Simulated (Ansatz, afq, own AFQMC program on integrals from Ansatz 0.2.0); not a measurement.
**SiH4, singlet in 6-31G, levels against full CI**

```yaml
atoms:
  - { symbol: Si, position_ang: [0.0058, -0.0058, -0.0058] }
  - { symbol: H, position_ang: [0.8616, 0.8529, 0.8511] }
  - { symbol: H, position_ang: [-0.8538, -0.8602, 0.8517] }
  - { symbol: H, position_ang: [-0.8489, 0.8497, -0.8669] }
  - { symbol: H, position_ang: [0.6794, -0.6805, -0.6752] }
```

Basis 6-31G. Only valence electrons are correlated. Integrals, coupled cluster, full CI and functionals: Ansatz 0.2.0; the random walks run on the same integrals in our own AFQMC program. ph-AFQMC/CISD is guided by a CISD state made of CCSD amplitudes; releasing the constraint for a short imaginary time cuts its bias at the price of noise, slowly where states lie close. ± is one standard error of the sampling.

Determinant: RHF, the one that the program's search chose, which needn't be the lowest solution. The geometry is a point of a scan.

Full CI on the same integrals is exact in this basis and with this determinant's frozen core.

The T1 diagnostic is 0.0083, the weight of the determinant in the CISD state is 0.946 and the size of the correlated space is 8 electrons in 16 orbitals.

```
  level  correlation energy (eV)
    MP2                  -1.6173
   CCSD                  -2.2189
CCSD(T)                  -2.2395
```

(1) Estimate where AFQMC with the constraint released lies against CCSD(T) on the same integrals.

(1) 0.7 ± 0.03 kJ/mol below CCSD(T).

Reference: full CI, correlation energy -2.247 eV. The released energy is read at 2.40 1/Eh (meV from the phaseless value at times in 1/Eh: 0.1 ± 0.5 at 0.24, -0.7 ± 0.4 at 0.51, -1.2 ± 0.4 at 0.99, -2.2 ± 0.4 at 1.62, -1.7 ± 0.3 at 2.40).

```json
{"level": "CCSD(T)", "E − E(reference) (kJ/mol)": "0.8", "share of correlation (%)": "99.65"}
{"level": "CCSDT", "E − E(reference) (kJ/mol)": "0.1", "share of correlation (%)": "99.97"}
{"level": "CCSDT(Q)", "E − E(reference) (kJ/mol)": "0.0", "share of correlation (%)": "99.99"}
{"level": "CCSDTQ", "E − E(reference) (kJ/mol)": "0.0", "share of correlation (%)": "100.00"}
{"level": "ph-AFQMC/CISD", "E − E(reference) (kJ/mol)": "0.2 ± 0.06", "share of correlation (%)": "99.92"}
{"level": "released AFQMC", "E − E(reference) (kJ/mol)": "0.0 ± 0.03", "share of correlation (%)": "99.99"}
```

CCSDT and higher add their correlation energy to the determinant of the CCSD(T) run, since their own runs factorise the integrals more tightly (a shift of under 2 meV). A walk keeps the symmetry of its determinant, which the program's search chose and which needn't be the lowest solution, so a lower state of the same spin and another symmetry isn't excluded. Released energies are given only where the last usable release times agree within the noise; a slower fall can still hide under it.
